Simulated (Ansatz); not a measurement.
Wavefunction ladder for `OCOCO`

```xyz
11

O     0.6405   -0.7515    1.5930
C     0.8718    0.3770    0.8098
O    -0.3001    0.9293    0.2594
C    -1.0435    0.0533   -0.5325
O    -0.3252   -0.4605   -1.6179
H     0.7018   -1.5334    1.0389
H     1.2685    1.1560    1.4601
H     1.5870    0.1520    0.0103
H    -1.3710   -0.8175    0.0425
H    -1.9165    0.6293   -0.8520
H    -0.1134    0.2660   -2.2115
```

Total charge 0; spin multiplicity 1. The structure was optimised at the PBE0-D4/def2-TZVP level. It is one conformer, not always the lowest. Frozen core, restricted reference, Ansatz 0.2.0. CBS rows extrapolate triple and quadruple zeta; past MP2 they add the triple-zeta difference.

```csv
basis,HF (Eh),MP2 corr.,CCSD corr.,(T),CCSD(T) total
def2-TZVPP,?,-1.06091,?,-0.04027,?
def2-QZVPP,-303.94553,-1.14171,–,–,–
CBS(def2),?,-1.20155,?,as TZ,?
```

Q: Fill in the withheld values. (Estimate.)

A: The calculation gave: def2-TZVPP HF (Eh): -303.93125; def2-TZVPP CCSD corr.: -1.08605; def2-TZVPP CCSD(T) total: -305.05757; CBS(def2) HF (Eh): -303.94750; CBS(def2) CCSD corr.: -1.22669; CBS(def2) CCSD(T) total: -305.21446.
